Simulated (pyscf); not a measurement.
Four-centre exchange: H₂P–GeH₃ (SMILES [PH2][GeH3]) + H₂O (SMILES O) -> HO–PH–GeH₃ (SMILES O[PH][GeH3]) + H₂ (SMILES [H][H])

Gas phase, singlet surface, charge 0. Bonds broken: P1–H3, O8–H9. Bonds formed: P1–O8, H3–H9. Optimised with ωB97X-D3(BJ)/def2-SVP in PySCF.

Transition state (Å):

```xyz
10

P     -1.3912    -0.8184    -0.0616
Ge     0.1852     0.4355     1.0467
H     -0.1062    -0.7561    -1.4369
H     -2.4991    -0.0864     0.5386
H     -0.2223     0.5330     2.5288
H      0.2615     1.8478     0.4503
H      1.5398    -0.2693     0.9077
O     -1.8922     0.3362    -1.5591
H     -0.9346    -0.0726    -1.9178
H     -2.6364    -0.0542    -2.0504
```

One imaginary mode, 1295i cm⁻¹; descent along it reached the two sides named.

| bond | change | reactant side (Å) | saddle | product side |
|---|---|---|---|---|
| P1–H3 | breaks | 1.423 | 1.883 | 3.8 |
| O8–H9 | breaks | 0.965 | 1.101 | 2.523 |
| P1–O8 | forms | 3.1 | 1.956 | 1.690 |
| H3–H9 | forms | 3.0 | 1.177 | 0.760 |

Electronic energies relative to the separated reactants (kJ/mol):

```
level                   barrier  reaction energy  reverse barrier
----------------------  -------  ---------------  ---------------
ωB97X-D3(BJ)/def2-TZVP    284.4            +41.0            243.4
PBE/def2-TZVP             244.0            +42.0            202.0
r²SCAN/def2-TZVP          261.5            +40.0            221.5
B3LYP-D3(BJ)/def2-TZVP    271.2            +38.9            232.3
PBE0-D3(BJ)/def2-TZVP     266.9            +47.8            219.1
M06-2X/def2-TZVP          283.8            +39.1            244.7
ωB97M-D3(BJ)/def2-TZVP    278.1            +43.7            234.4
HF/def2-TZVP              377.4            +55.4            322.0
```

With ωB97M-D3(BJ)/def2-TZVP energies and thermal terms (ideal gas, 1 atm, RRHO with modes under 100 cm⁻¹ raised to 100, one conformer, R ln 2 for chiral ones without a mode under 150 cm⁻¹), in kJ/mol:

| T (K) | ΔH‡ | ΔG‡ | ΔH | ΔG |
|---|---|---|---|---|
| 298 | 267.2 | 312.8 | +32.0 | +40.4 |
| 600 | 267.5 | 359.2 | +36.2 | +47.3 |
| 900 | 270.6 | 404.5 | +40.0 | +52.0 |
| 1200 | 274.5 | 448.5 | +43.1 | +55.5 |

The same reactants have a lower exit, to PH₃ + HO–GeH₃ (barrier +172.5 kJ/mol at ωB97M-D3(BJ)/def2-TZVP, against +278.1 kJ/mol here). HO–PH–GeH₃ lies 46.8 kJ/mol over its isomer HO–GeH₂–PH₂ (electronic energy, ωB97M-D3(BJ)/def2-TZVP). One saddle was located; it need not be the lowest between these sides. Elements up to Kr have no core potential and no relativistic terms here.
